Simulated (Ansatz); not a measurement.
2H WS₂, treated with r²SCAN+rVV10 in Ansatz (plane waves, PAW).

Settings: plane-wave cutoff 600 eV, 12×12×4 k mesh (along the axes of the cell as run), no spin polarisation, scalar-relativistic PAW data made under PBE.

Computed at the level's own relaxed cell.

```
WS2
1.0
    3.16997     0.00000     0.00000
   -1.58498     2.74527     0.00000
    0.00000     0.00000    12.49182
W S
2 4
Direct
  0.66667   0.33333   0.75000
  0.33333   0.66667   0.25000
  0.66667   0.33333   0.37510
  0.33333   0.66667   0.87510
  0.33333   0.66667   0.62490
  0.66667   0.33333   0.12490
```

### Question
Give the elastic tensor (Voigt notation, GPa, ions relaxed, in the Cartesian axes of the cell as printed).

### Answer

```
  256.1    59.4    10.0     0.0     0.0     0.0
   59.4   256.1    10.0     0.0     0.0     0.0
   10.0    10.0    48.7     0.0     0.0     0.0
    0.0     0.0     0.0    16.0     0.0     0.0
    0.0     0.0     0.0     0.0    16.0     0.0
    0.0     0.0     0.0     0.0     0.0    98.4
```

Measured, for comparison: elastic constant C33 60 ± 5 GPa (temperature not stated, no zero-point or thermal correction; as tabulated in Björkman et al. (2012), arXiv:1206.3542). Computed (rounded) less measured: elastic constant C33 -19 %.

Spin–orbit coupling is not included.

Computed values are for the static lattice.

Ansatz is a first-principles code.
